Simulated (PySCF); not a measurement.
# B2 (SMILES B#B): UCCSDT/6-31G

Aim: the vertical ionisation energy of B2 at UCCSDT/6-31G, from 2 runs. 

The calculation is run with PySCF 2.14.0.

9 further runs of the same task are left out: 9 set aside as unsound or not needed.

### Step 1. The structure to begin with

B2: 2 atoms, total charge 0, spin state triplet. As SMILES, `B#B`. The coordinates come from a GFN2-xTB relaxation.

Bond lengths: B1–B2 1.405 Å.

### Step 2. The energy at UCCSDT/6-31G

start.xyz

```xyz
2
B2
B      0.000000     0.000000     0.000000
B      0.000000     0.000000     1.405120
```

run.py

```python
# boron, mol. (B2)
from pyscf import gto, cc

mol = gto.M(
    atom='start.xyz',
    spin=2,
    basis='6-31g',
    max_memory=1860,
    verbose=4,
)

mf = mol.UHF()
mf.conv_tol = 1e-10
mf.kernel()
if not mf.converged:
    mf = mf.newton().run(mf.mo_coeff, mf.mo_occ)

mycc = cc.CCSDT(mf, frozen=2)
mycc.kernel()
e_tot = mycc.e_tot
print('E = %.10f Eh' % e_tot)
```

Run with:

```console
$ OMP_NUM_THREADS=1 python run.py
```

The program printed:

```text
PySCF version 2.14.0

[INPUT] num. atoms = 2
[INPUT] num. electrons = 10
[INPUT] charge = 0
[INPUT] spin (= nelec alpha-beta = 2S) = 2
[INPUT] symmetry False subgroup None
[INPUT] Mole.unit = angstrom
[INPUT] Symbol           X                Y                Z      unit          X                Y                Z       unit  Magmom
[INPUT]  1 B      0.000000000000   0.000000000000   0.000000000000 AA    0.000000000000   0.000000000000   0.000000000000 Bohr   0.0
[INPUT]  2 B      0.000000000000   0.000000000000   1.405120000000 AA    0.000000000000   0.000000000000   2.655291972149 Bohr   0.0

nuclear repulsion = 9.41516046529834
number of shells = 10
number of NR pGTOs = 44
number of NR cGTOs = 18
basis = 6-31g
ecp = {}

[... 20 lines left out ...]
WARN: HOMO -0.110489449154783 >= LUMO -0.110489449154786
[... 38 lines left out ...]
converged SCF energy = -49.0291706125871  <S^2> = 2.0134196  2S+1 = 3.0089331
[... 17 lines left out ...]
WARN: A large `blksize_v_aaa` is being used, which may cause large memory consumption
[... 3 lines left out ...]
WARN: A large `blksize_v_aab` is being used, which may cause large memory consumption
[... 6 lines left out ...]
Init t2, MP2 energy = -0.116165201869175
[... 19 lines left out ...]
UCCSDT converged
[... 3 lines left out ...]
E = -49.1892861068 Eh
```

It took 1.8 s on 1 thread of Arm Neoverse V2, shared host; peak memory 0.12 GiB.

### Step 3. The doublet cation, same level

calc.py

```python
from pyscf import gto, cc

system = gto.M(
    atom='''
B      0.000000     0.000000     0.000000
B      0.000000     0.000000     2.655292
''',
    spin=1,
    basis='6-31g',
    charge=1,
    verbose=4,
    unit='bohr',
    max_memory=1860,
)

mf = system.UHF()
mf.conv_tol = 1e-10
mf.kernel()
if not mf.converged:
    mf = mf.newton().run(mf.mo_coeff, mf.mo_occ)

mycc = cc.CCSDT(mf, frozen=2)
mycc.kernel()
e_final = mycc.e_tot
print('E = %.10f Eh' % e_final)
```

Run with:

```console
$ OMP_NUM_THREADS=1 python calc.py
```

The program printed:

```text
PySCF version 2.14.0

[INPUT] num. atoms = 2
[INPUT] num. electrons = 9
[INPUT] charge = 1
[INPUT] spin (= nelec alpha-beta = 2S) = 1
[INPUT] symmetry False subgroup None
[INPUT] Mole.unit = bohr
[INPUT] Symbol           X                Y                Z      unit          X                Y                Z       unit  Magmom
[INPUT]  1 B      0.000000000000   0.000000000000   0.000000000000 AA    0.000000000000   0.000000000000   0.000000000000 Bohr   0.0
[INPUT]  2 B      0.000000000000   0.000000000000   1.405120014738 AA    0.000000000000   0.000000000000   2.655292000000 Bohr   0.0

nuclear repulsion = 9.41516036654349
number of shells = 10
number of NR pGTOs = 44
number of NR cGTOs = 18
basis = 6-31g
ecp = {}

[... 18 lines left out ...]
[... the frontier-level lines of each cycle are left out ...]
[... 40 lines left out ...]
converged SCF energy = -48.6740915441811  <S^2> = 0.75340627  2S+1 = 2.0034034
[... 17 lines left out ...]
WARN: A large `blksize_v_aaa` is being used, which may cause large memory consumption
[... 3 lines left out ...]
WARN: A large `blksize_v_aab` is being used, which may cause large memory consumption
[... 7 lines left out ...]
Init t2, MP2 energy = -0.102967288680754
[... 19 lines left out ...]
UCCSDT converged
[... 3 lines left out ...]
E = -48.8362586236 Eh
```

It took 1.3 s on 1 thread of Arm Neoverse V2, shared host; peak memory 0.12 GiB.

### Step 4. What came out

Level: UCCSDT/6-31G, 2 core orbitals frozen.

```
                                                                  quantity         value
                                                  triplet B2: total energy  -49.18929 Eh
                          triplet B2: dipole moment (Hartree–Fock density)        0.00 D
    triplet B2: HOMO energy (Hartree–Fock orbitals) (highest over α and β)      -7.98 eV
     triplet B2: LUMO energy (Hartree–Fock orbitals) (lowest over α and β)      -0.69 eV
                   triplet B2: correlation energy (2 core orbitals frozen)    -160.1 mEh
                             triplet B2: ⟨S²⟩ of the reference determinant         2.013
                                                 triplet B2: T1 diagnostic         0.034
                                              doublet cation: total energy  -48.83626 Eh
doublet cation: HOMO energy (Hartree–Fock orbitals) (highest over α and β)     -16.61 eV
 doublet cation: LUMO energy (Hartree–Fock orbitals) (lowest over α and β)      -9.02 eV
               doublet cation: correlation energy (2 core orbitals frozen)    -162.2 mEh
                         doublet cation: ⟨S²⟩ of the reference determinant         0.753
                                             doublet cation: T1 diagnostic         0.033
                        vertical ionisation energy (to the doublet cation)      9.606 eV
```

What this shows: Removing an electron at fixed nuclei costs 9.61 eV (222 kcal/mol).
